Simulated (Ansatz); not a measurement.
We consider litharge SnO, described by PBE (Ansatz, a program for electronic structure, plane waves, PAW).

Settings: plane-wave cutoff 520 eV, 10×10×8 k mesh (along the axes of the cell as run), Fermi–Dirac smearing 0.01 eV, scalar-relativistic PAW data made under PBE.

Response to compression and expansion:

Shape and atoms are relaxed at each volume.

```csv
V (Å³/atom),P (GPa),direct gap at Γ (eV),smallest gap on the k mesh (eV),c (Å)
18.192,0.97,2.056,0.235,4.901
18.571,0.46,1.992,0.365,4.986
18.950,0.01,1.939,0.497,5.068
19.329,-0.31,1.894,0.628,5.157
19.708,-0.56,1.857,0.760,5.246
```

The fundamental gap (0.49 eV at the equilibrium volume, with added k points) lies elsewhere than Γ–Γ.

Note: for a layered or molecular solid the relaxed cell lies over 5 % above the published volume, where the minimum can be shallow; the cell comes from a level without a dispersion term, which matters for the spacing of layers, chains or molecules; the bulk modulus comes from volumes at which shape and atoms were relaxed.

Spin–orbit coupling is not included.
